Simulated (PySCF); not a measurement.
## Löwdin shares of the frontier orbitals

C4H8S2.
Geometry (GFN2-xTB, Å), atoms numbered from 1 in this order:
```xyz
14
C4H8S2 angstrom
C     -2.6127   -1.4393   -0.3796
C     -1.6866   -0.5502   -0.0688
S     -0.5101    0.0725   -1.2174
C      0.2182    1.4021   -0.1998
S      1.1012    0.8174    1.2733
C      2.4840   -0.0076    0.4447
H     -2.7113   -1.8329   -1.3762
H     -3.3016   -1.8021    0.3628
H     -1.5571   -0.1509    0.9262
H     -0.5746    2.0628    0.1421
H      0.9099    1.9386   -0.8455
H      3.1346    0.7371   -0.0062
H      3.0211   -0.5679    1.2020
H      2.0843   -0.6802   -0.3097
```

Computed, not measured: TDDFT CAM-B3LYP/def2-SVPD, vertical, gas phase, core orbitals frozen in the response (PySCF 2.14.0, density-fitted response routines).

Kohn–Sham orbitals with the atoms that hold most of them (Löwdin shares over 4%, at most four atoms; ? is withheld):

```
orbital  ε (eV)                           atoms
 HOMO-3  -10.59   C2 32%, S3 25%, C1 20%, C4 6%
 HOMO-2  -10.10  S5 31%, S3 26%, C2 11%, C4 10%
 HOMO-1   -7.99                               ?
   HOMO   -7.56                               ?
   LUMO       ?    S5 31%, S3 28%, C2 9%, C4 7%
 LUMO+1    1.01  C2 21%, C1 20%, S3 18%, S5 11%
 LUMO+2    1.20   S5 36%, S3 27%, C6 8%, H12 7%
```

(1) Give the leading atoms of the HOMO.

(2) Which atoms hold the HOMO-1, and with what shares?

(3) What is the LUMO energy, and the HOMO–LUMO gap?

Results:

(1) S3 (bonded to 2 C) 48%; C1 (bonded to C and 2 H) 18%; C2 (bonded to C, S and H) 14%; S5 (bonded to 2 C) 8%. By element: sulfur 56%, carbon 32% or more.

(2) S5 (bonded to 2 C) 63%; C6 (bonded to S and 3 H) 9%; C4 (bonded to 2 S and 2 H) 8%; S3 (bonded to 2 C) 6%. By element: sulfur 69%, carbon 18% or more.

(3) ε(LUMO) = 0.95 eV; the gap is 8.51 eV (0.3128 hartree).

Task: The HOMO–LUMO gap is 8.51 eV. Where does the response calculation put the lowest singlet, and from which orbitals?

Result: S1 is at 5.18 eV (f = 0.0037), 3.33 eV below the gap, made of HOMO→LUMO (53%), HOMO→LUMO+1 (13%), HOMO→LUMO+6 (9%). Without the coupling terms of the response equations the lowest excitation would equal the gap.

Next come S2 at 5.42 eV (f 0.0077), HOMO-1→LUMO (58%); S3 at 5.66 eV (f 0.226), HOMO→LUMO+1 (68%), HOMO→LUMO (21%); S4 at 6.14 eV (f 0.013), HOMO→LUMO+3 (30%), HOMO→LUMO+2 (23%), HOMO→LUMO+4 (19%); S5 at 6.18 eV (f 0.0084), HOMO→LUMO+2 (24%), HOMO-1→LUMO+1 (23%), HOMO-1→LUMO+3 (16%).

Löwdin shares depend on the basis, the more so with diffuse functions.

Hardware: an Intel Xeon at 2.50 GHz with one thread (shared host). Cost: 73 s wall, 0.89 GiB resident at most.

One conformer stands for the species.
